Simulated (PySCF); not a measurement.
One of the candidates below gave these computed data.

All candidates are C6H10.

| technique | computed result |
| --- | --- |
| 13C NMR | chemical shifts (computed TMS as zero) by class: 143.8 (1 C), 140.6 (1 C), 134.3 (1 C), 121.6 (1 C), 29.6 (1 C), 20.3 (1 C) ppm [GIAO PBE0/pcSseg-1] |
| Triplet | lowest triplet excitation (Tamm–Dancoff): 3.11 eV [TDA PBE0/def2-SVPD] |
| 1H NMR | chemical shifts (computed TMS as zero) by class: 6.89 (1 H), 6.14 (1 H), 5.38 (1 H), 5.29 (1 H), 1.87 (3 H), 1.87 (3 H) ppm [GIAO PBE0/pcSseg-1] |
| UV, first state | lowest singlet excitation: 5.58 eV (222 nm, f = 0.781) [TDDFT PBE0/def2-SVPD] |
| Polarisability | 81.5 au [PBE0/def2-SVPD] |
| Rotational structure | rotational constants A, B, C: 7.828, 1.956, 1.596 GHz [GFN2-xTB] |

The electronic properties come from PySCF, for the isolated species, density fitting. Levels stand in brackets. The structure is a single GFN2-xTB conformer in the gas phase; no vibrational or solvent corrections. NMR values are class means; diastereotopic atoms form classes of their own.

Question: Which candidate is it?
A. `C=C/C=C\CC`
B. `C=C/C(C)=C/C`
C. `C=CC=C(C)C`
D. `C=CCC(=C)C`
E. `C1C[C@H]2C[C@@H]1C2`

Answer: C. It is `C=CC=C(C)C`. Numbering: `[CH2:1]=[CH:2][CH:3]=[C:4]([CH3:5])[CH3:6]`. Its formula, C6H10, gives 2 degrees of unsaturation: 0 rings and 2 π bonds in the structure found. 6 carbons fall into 6 classes; from least to most shielded: fully substituted alkene carbon [C4] (143.8 ppm), alkene CH carbon [C2] (140.6 ppm), alkene CH carbon [C3] (134.3 ppm), terminal =CH2 carbon [C1] (121.6 ppm), allylic carbon [C5] (29.6 ppm), allylic carbon [C6] (20.3 ppm). Hydrogen classes from least to most shielded: 1 H on an alkene CH carbon, C2 (6.89 ppm), 1 H on an alkene CH carbon, C3 (6.14 ppm), 1 H on a terminal =CH2 carbon, C1 (5.38 ppm), 1 H on a terminal =CH2 carbon, C1 (5.29 ppm), 3 H on an allylic carbon, C5 (1.87 ppm), 3 H on an allylic carbon, C6 (1.87 ppm, a mean of values up to 0.9 ppm apart in this geometry). S1 is mainly HOMO→LUMO (weight 0.97); the largest Löwdin shares of the orbital it empties are 0.23 on the fully substituted alkene carbon, 0.23 on the terminal =CH2 carbon, 0.20 on an alkene CH carbon and 0.14 on an alkene CH carbon, of the orbital it fills 0.26 on the terminal =CH2 carbon, 0.21 on the fully substituted alkene carbon, 0.18 on an alkene CH carbon and 0.12 on an alkene CH carbon. The optimised geometry has point group Cs and is an asymmetric top.

The others, at the same levels:
- `C1C[C@H]2C[C@@H]1C2` fails: it has 3 carbon classes against 6; its computed 13C shifts are 40.8 (2 C), 40.0 (2 C), 29.5 (2 C) ppm, 1H shifts are 2.41 (2 H), 1.66 (4 H), 1.59 (2 H), 0.79 (2 H) ppm and rotational constant A is 5.379 GHz (against 7.828 GHz).
- `C=C/C(C)=C/C` fails: its computed 13C shifts are 150.1 (1 C), 140.9 (1 C), 137.2 (1 C), 116.0 (1 C), 17.6 (1 C), 13.1 (1 C) ppm and smallest rotational constant is 1.714 GHz (against 1.596 GHz).
- `C=C/C=C\CC` fails: its computed 1H shifts are 6.99 (1 H), 6.21 (1 H), 5.75 (1 H), 5.49 (1 H), 5.41 (1 H), 2.32 (2 H), 1.07 (3 H) ppm, rotational constant A is 10.094 GHz (against 7.828 GHz) and smallest rotational constant is 1.482 GHz (against 1.596 GHz).
- `C=CCC(=C)C` fails: its computed 13C shifts are 153.1 (1 C), 148.6 (1 C), 122.9 (1 C), 117.5 (1 C), 50.0 (1 C), 24.0 (1 C) ppm, 1H shifts are 5.95 (1 H), 5.42 (1 H), 5.32 (1 H), 5.11 (1 H), 5.09 (1 H), 2.85 (2 H), 1.82 (3 H) ppm and rotational constant A is 6.707 GHz (against 7.828 GHz).

Each candidate is one conformer, not necessarily the lowest. Dipoles, sizes and rotational constants follow the conformer. The torsions of the flexible species, by atom-mapped SMILES:
- `[CH2:1]=[CH:2][CH:3]=[C:4]([CH3:5])[CH3:6]`: C1–C2–C3–C4 180°
- `[CH2:1]=[CH:2]/[C:3]([CH3:4])=[CH:5]/[CH3:6]`: C1–C2–C3–C4 0°
- `[CH2:1]=[CH:2]/[CH:3]=[CH:4]\[CH2:5][CH3:6]`: C1–C2–C3–C4 179°, C3–C4–C5–C6 -119°
- `[CH2:1]=[CH:2][CH2:3][C:4](=[CH2:5])[CH3:6]`: C1–C2–C3–C4 119°, C2–C3–C4–C5 109°

The conformers of `C1C[C@H]2C[C@@H]1C2` aren't listed.
